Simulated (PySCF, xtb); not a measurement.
Homolysis of single bonds, series Ga Cl-Br. Gas-phase values, no solvent. Strings in code marks are SMILES.

Quantity: homolytic bond dissociation enthalpy at 298 K (no spin–orbit term), in eV. Enthalpy corrections at 298 K come from GFN2-xTB frequencies (xtb).

Level 1: M06-2X/def2-TZVP // PBE0-D3(BJ)/def2-TZVP (PySCF)
Level 2: PBE-D3(BJ)/def2-TZVP // PBE0-D3(BJ)/def2-TZVP (PySCF)
Level 3: B3LYP/3-21G // PBE0-D3(BJ)/def2-TZVP (PySCF)
Level 4: B3LYP/6-311+G** (LANL2DZ on Br, Ga) // PBE0-D3(BJ)/def2-TZVP (PySCF)

| species | level 1 | level 2 | level 3 | level 4 |
|---|---|---|---|---|
| Cl–Ga bond of `[Cl][Ga]([Br])[Br]`, giving `[Br][Ga][Br]` and `[Cl]` | 4.21 | 4.10 | 3.96 | 3.76 |
| Br–Ga bond of `[Br][Ga]([Br])[Br]`, giving `[Br]` and `[Br][Ga][Br]` | 3.65 | 3.66 | 3.54 | 2.84 |
| Ga–Br bond of `[Cl][Ga]([Br])[Br]`, giving `[Br]` and `[Cl][Ga][Br]` | 3.68 | 3.69 | 3.51 | 2.98 |
| Cl–Ga bond of `[Cl][Ga]([Cl])[Br]`, giving `[Cl]` and `[Cl][Ga][Br]` | 4.24 | 4.14 | 3.92 | 3.72 |
| Ga–Br bond of `[Cl][Ga]([Cl])[Br]`, giving `[Br]` and `[Cl][Ga][Cl]` | 3.72 | 3.73 | 3.48 | 3.05 |
